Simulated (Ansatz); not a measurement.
```yaml
crystal:
  periodic: [false, false, false]
  atoms:
    - {symbol: Si, position_ang: [-0.926380, 0.364965, -0.453388]}
    - {symbol: C, position_ang: [1.023192, -0.315644, 0.311411]}
    - {symbol: S, position_ang: [1.325495, -1.762814, 0.938444]}
    - {symbol: H, position_ang: [-1.538951, -1.039382, -0.329285]}
    - {symbol: H, position_ang: [-0.644863, 0.797199, -1.696247]}
    - {symbol: H, position_ang: [-1.242380, 1.505389, 0.326966]}
    - {symbol: H, position_ang: [1.938724, 0.350145, 0.321648]}
basis:
  gaussian: {orbitals: def2-TZVPP}
hamiltonian: {xc: {name: RPBE}, dispersion: d3bjatm}
smearing: {width: 0.1}
output: {forces: true}
```

```sh
$ ansatz run in.yaml --threads 2 --pin off --events-out ev --progress --plain --max-ram 4352MiB
```

How does Ansatz answer? (Estimate.)

The calculation gave: The program refused the input.
```
Error: YAML parse error: error: line 14 column 1: unknown field `smearing`, expected one of crystal, accuracy, basis, kpoints, hamiltonian, magnetization, projection, total_charge, correlation, batch, efield, external_charges, scf, relax, neb, saddle, md, ramp, phonons, dielectric, real_time, elastic, magnetic_configurations, gw, evaluate, workflow, output, checkpoint, execution
12 |   gaussian: {orbitals: def2-TZVPP}
13 | hamiltonian: {xc: {name: RPBE}, dispersion: d3bjatm}
14 | smearing: {width: 0.1}
15 | output: {forces: true}
```
